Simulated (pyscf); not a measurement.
## Routes from Cl–SnH(Cl)–Cl + hydrogen fluoride (HF)

Candidate steps break at most two bonds and form at most two. Each was searched with GFN2-xTB (tblite) first. Structures and frequencies: ωB97X-D3(BJ)/def2-SVP in PySCF. Energies: ωB97M-D3(BJ)/def2-TZVP, kJ/mol, from the separated reactants, singlet surface; ΔG‡ with ideal gas, 1 atm, RRHO with modes under 100 cm⁻¹ raised to 100, one conformer, R ln 2 for chiral ones without a mode under 150 cm⁻¹.

| products | type | ΔE‡ | ΔE | ΔG‡ 298 K | ΔG‡ 900 K | ν‡ (cm⁻¹) |
|---|---|---|---|---|---|---|
| HCl + F–SnH(Cl)–Cl | four-centre exchange | 71.8 | +28.3 | 105.4 | 191.0 | 517i |
| F–Sn(Cl)(Cl)–Cl + H₂ | four-centre exchange | 126.7 | -20.9 | 161.0 | 244.1 | 1242i |

Row 1: On the reactant side the descent ends in a complex, 22.6 kJ/mol under the separated species and 94.4 kJ/mol under the saddle at ωB97X-D3(BJ)/def2-TZVP. On the product side the descent ends in a complex, 17.8 kJ/mol under the separated species and 49.5 kJ/mol under the saddle at ωB97X-D3(BJ)/def2-TZVP. Row 2: On the reactant side the descent ends in a complex (not fully relaxed), 21.5 kJ/mol under the separated species and 143.7 kJ/mol under the saddle at ωB97X-D3(BJ)/def2-TZVP. 

Plain bond fissions and candidates not yet searched are not listed, and one of them may be faster. Each barrier is that of the saddle found; lower ones may exist. Elements past Kr carry the def2 core potentials, without spin-orbit coupling.
